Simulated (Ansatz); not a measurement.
Two isomers of C3H6F2: A = `CC(F)CF`, B = `CC(C)(F)F`.

Program: Ansatz. Geometries: PBE0-D4/def2-TZVP. ΔE: electronic, gas phase. CCSD(T)/CBS adds triple-zeta CCSD(T) − MP2 to the extrapolated MP2 energy (def2 sets, frozen cores). Functionals use def2-TZVPP. Each species was taken in one conformer, which may not be the lowest.

(1) Which is lower in electronic energy at CCSD(T)/CBS, and by how much? (Best estimate.)

(2) Give E(B) − E(A) in kcal/mol with B2PLYP, CCSD/def2-TZVPP, LDA (SPW92), PBE0-D4, MP2/def2-TZVPP, CCSD(T)/def2-SVP, BLYP-D4. (An estimate is asked.)

(3) Does the order hold for the free energy at 298.15 K (harmonic terms from PBE0-D4)? (Best estimate.)

Largest T1 diagnostic: 0.011.

Answers

(1) Computed: B, by 14.5 kcal/mol.

(2) Computed: B2PLYP -14.2, CCSD/def2-TZVPP -14.4, LDA (SPW92) -16.2, PBE0-D4 -14.6, MP2/def2-TZVPP -15.1, CCSD(T)/def2-SVP -16.8, BLYP-D4 -13.4. None reverses the order clearly.

(3) The calculation gave: Yes: G(B) − G(A) = -14.5 kcal/mol, for one conformer each.

At CCSD(T), def2-SVP lies −2.2 kcal/mol from the extrapolated value and def2-TZVPP −0.1 kcal/mol. Leaving LDA and LC-ωPBE aside and taking each functional with its dispersion term where it has one, the values, not all of them listed here, spread over 2.4 kcal/mol, from r2SCAN-D4 to BLYP-D4. LDA lies −2.1 kcal/mol from PBE without D4.
